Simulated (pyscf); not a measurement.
Thermochemistry of product channels of :HSi–AsH₂ (SMILES [SiH][AsH2]) [singlet] + AsH₃ (SMILES [AsH3]) on the singlet surface, in kJ/mol, from ωB97M-D3(BJ)/def2-TZVP energies (ideal gas, 1 atm, RRHO with modes under 100 cm⁻¹ raised to 100, one conformer, R ln 2 for rigid chiral ones). Structures and frequencies: ωB97X-D3(BJ)/def2-SVP in PySCF.

| products | ΔE | ΔH(298 K) | ΔG(298 K) | ΔG(600 K) |
|---|---|---|---|---|
| H₂As–SiH₂–AsH₂ (SMILES [AsH2][SiH2][AsH2]) | … | -220.3 | -174.7 | … |
| HAs=SiH–AsH₂ (SMILES [AsH]=[SiH][AsH2]) + H₂ (SMILES [H][H]) | -83.8 | -86.1 | -74.9 | -65.7 |

Problem. Fill in the missing entries.

Solution. 
- H₂As–SiH₂–AsH₂ (SMILES [AsH2][SiH2][AsH2]), ΔE: -229.3
- H₂As–SiH₂–AsH₂ (SMILES [AsH2][SiH2][AsH2]), ΔG(600 K): -129.6

These are energies of the channels, which say nothing of barriers. :HSi–AsH₂ [singlet] lies 70.3 kJ/mol over its isomer H₂Si=AsH, and others may lie lower still (electronic energy, ωB97M-D3(BJ)). HAs=SiH–AsH₂ lies 84.7 kJ/mol over its isomer cyclic H₄As₂Si (SMILES [SiH2]1[AsH][AsH]1), and others may lie lower still (electronic energy, ωB97M-D3(BJ)). Elements up to Kr have no core potential and no relativistic terms here.
